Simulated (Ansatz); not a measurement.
Geometry optimisation, Ansatz, RKS B3LYP/6-31G*.

input.yaml

```yaml
crystal:
  periodic: [false, false, false]
  atoms:
    - { symbol: B, position_ang: [0.0, 0.0, 0.0] }
    - { symbol: F, position_ang: [0.0, 0.0, 1.32] }
    - { symbol: H, position_ang: [1.0305, 0.0, -0.595] }
    - { symbol: O, position_ang: [-1.2211, 0.0, -0.705] }
    - { symbol: H, position_ang: [-1.7308, -0.8467, -0.4965] }
basis:
  gaussian: { orbitals: "6-31G*" }
hamiltonian:
  xc: b3lyp
relax:
  f_tol: 0.02
  max_steps: 40
```

Run as:

```bash
$ ansatz run input.yaml --threads 1 --pin off --max-ram 2048MiB --backend cpu --events-out ev --progress --plain --runs-dir out
```

Question: Where does it end, and by what steps?

Answer: The forces met the threshold. After 7 steps the energy has fallen by 0.502 eV; H5 moved furthest, 0.38 Å.

```csv
step,energy less start (eV),largest force component (eV/Å),accepted
0,0.0000,1.842,yes
1,-0.1651,2.448,yes
2,-0.2476,3.086,yes
3,-0.4383,0.875,yes
4,-0.4642,1.397,yes
5,-0.4991,0.267,yes
6,-0.5020,0.084,yes
7,-0.5021,0.013,yes
```

```xyz
5
Properties=species:S:1:pos:R:3
B 0.015 -0.066 -0.057
F -0.071 -0.138 1.275
H 1.047 0.225 -0.572
O -1.065 -0.321 -0.827
H -1.847 -0.546 -0.296
```

Whether the end is a true minimum wasn't checked by a vibrational analysis.

The run took 10 s on 1 thread of Arm Neoverse V1, on a shared host, peak memory 0.12 GiB.
